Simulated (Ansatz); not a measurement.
# Cost against result

Saddle point of CH₈SSi, closed shell (CH₆Si ([CH3][SiH3]) + H₂S → SiH₄S ([SiH3][SH]) + CH₄; bonds formed: Si1–S7, C2–H6; bonds broken: Si1–C2, H6–S7), PBE0-D4/def2-TZVP structure:

```tsv
atom	x (Å)	y (Å)	z (Å)
Si1	-0.6570	0.8116	-0.2633
C2	-0.0662	-0.9672	0.7923
H3	-0.8832	0.7178	-1.7226
H4	-2.0127	0.4419	0.2800
H5	-0.3739	2.0870	0.4301
H6	0.7629	-0.1934	0.1559
S7	1.8257	0.8910	-0.8127
H8	-0.4745	-0.6622	1.7544
H9	0.8555	-1.5344	0.9743
H10	-0.7536	-1.6137	0.2473
H11	1.7770	0.0216	-1.8357
```

Barriers are electronic and count from the start structure reached by relaxing down the imaginary mode.

Program: Ansatz 0.2.0. Basis: as named in each row. Cores are frozen in the correlated methods. B3LYP uses VWN-RPA correlation. Extrapolation: Hartree–Fock as exp(−7.88 √X), correlation as X^−2.97.

Times are rough, for one single point on 4 threads of a shared host (Intel Xeon Platinum 8488C).

The estimate by CCSD(T) at an estimated basis limit (MP2 extrapolated from triple and quadruple zeta, plus CCSD(T) − MP2 in triple zeta) is 238.2 kJ/mol.

| method | basis | time (s) | barrier (kJ/mol) | method less estimate |
| --- | --- | --- | --- | --- |
| HF | STO-3G | under 1 | 563.2 | 325.0 |
| PBE-D4 | STO-3G | under 1 | 351.9 | 113.7 |
| SPW92 | def2-SVP | under 1 | 175.6 | -62.6 |
| B3LYP-D4 | 6-31G | under 1 | 258.0 | 19.8 |
| PBE-D4 | def2-SVP | under 1 | 204.2 | -34.0 |
| PBE0-D4 | def2-SVP | under 1 | 223.8 | -14.4 |
| SPW92 | def2-TZVPP | under 1 | 169.8 | -68.4 |
| CCSD(T) | def2-SVP | 1 | 276.3 | 38.1 |
| PBE-D4 | def2-TZVPP | 1 | 196.6 | -41.6 |
| BLYP-D4 | def2-TZVPP | 1 | 221.1 | -17.1 |
| B3LYP-D4 | def2-TZVPP | 1 | 234.6 | -3.6 |
| BHLYP-D4 | def2-TZVPP | 1 | 256.6 | 18.4 |
| PBE0-D4 | def2-TZVPP | 2 | 214.7 | -23.5 |
| wB97M-V | def2-SVP | 2 | 244.5 | 6.3 |
| CAM-B3LYP-D4 | def2-TZVPP | 2 | 246.7 | 8.5 |
| r2SCAN-D4 | def2-TZVPP | 2 | 211.6 | -26.6 |
| r2SCAN0-D4 | def2-TZVPP | 2 | 223.7 | -14.6 |
| RPA on PBE | def2-TZVPP | 2 | 248.0 | 9.8 |
| B2PLYP | def2-TZVPP | 3 | 242.7 | 4.5 |
| PBE-QIDH | def2-TZVPP | 3 | 230.1 | -8.1 |
| B97M-V | def2-TZVPP | 3 | 233.0 | -5.2 |
| wB97X-V | def2-TZVPP | 3 | 243.1 | 4.9 |
| wB97M-V | def2-TZVPP | 3 | 236.7 | -1.5 |
| MP2 | def2-QZVPP | 11 | 229.9 | -8.4 |
| CCSD(T) | def2-TZVPP | 26 | 245.6 | 7.4 |

All methods are single points on the PBE0-D4 structures.

The T1 diagnostic stays at or below 0.012.

Labels in which every atom is bracketed show which atoms are joined, not bond orders.
